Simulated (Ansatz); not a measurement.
Isomers

Structures of CH$_{3}$OS, doublet, relaxed at PBE0-D4/def2-TZVP (vibrations not checked; lower isomers may exist, and structures with a doubtful reference or unclear bonds are left out). Program: Ansatz 0.2.0. Basis: def2-TZVPP. Cores are frozen in the correlated methods; orbitals are unrestricted. B3LYP uses VWN-RPA correlation.

Problem. Rank them by CCSD(T) energy, lowest first, and give each one's height above the lowest. Links in brackets join atoms within 1.22 times the sum of their covalent radii (1.1 for two metals). (Judge from chemistry; the value comes from the calculation.)
A.
CH₃OS ([OH][CH][SH])
```
6
angstrom
O -1.2798 -0.2668 -0.2965
C -0.0630 0.2690 -0.5300
S 1.3550 -0.3383 0.2327
H -1.1579 -1.0904 0.1914
H -0.0910 1.2071 -1.0651
H 1.2368 0.2195 1.4675
```
B.
CH₃OS ([OH][CH2][S])
```
6
angstrom
C 0.2748 0.2588 0.0075
O -0.4524 -0.2127 1.0993
S 1.9662 -0.2687 -0.1232
H 0.1237 -0.2098 1.8699
H -0.2601 -0.0421 -0.8984
H 0.3341 1.3614 -0.0132
```
C.
a complex of CH₂OS ([O][CH][SH]) + H
```
6
angstrom
O 0.8732 -0.2405 -1.0882
C -0.0808 -0.0214 -0.4046
S -0.1653 1.1452 0.9208
H -3.4620 -0.1240 1.0800
H -1.0503 -0.5387 -0.5254
H 1.1075 1.5569 0.7849
```
D.
a complex of CH₂O ([CH2][O]) + HS
```
6
angstrom
C -0.5743 0.0045 -0.9821
O -0.6392 -0.7095 -0.0217
S 0.8313 0.5927 2.0148
H -1.1076 -0.2431 -1.9197
H 0.0193 0.9369 -0.9742
H 1.4704 -0.5815 1.8828
```

Solution. Computed: B (0.000 eV), A (0.382 eV), D (0.700 eV), C (1.590 eV). Heights count from the lowest.

Problem. Do PBE-D4, r2SCAN-D4, PBE0-D4, B3LYP-D4, wB97M-V, HF, MP2 give the same order? (A judgement: the text doesn't fix the answer.)

Solution. The calculation gives: All do.

No T1 diagnostic of these runs exceeds 0.017. ⟨S²⟩ of the unrestricted Hartree–Fock references: 0.75 to 0.77 (a pure state has 0.75).

For scale, one of the runs: CCSD(T)/def2-TZVPP, 146 basis functions, launched by `ansatz run in.yaml --threads 2 --pin off --events-out ev --progress --plain --max-ram 4352MiB`. Hardware: 2 CPU threads of an Arm Neoverse V1, shared host. Wall time 64 s; peak host memory 2.1 GiB.
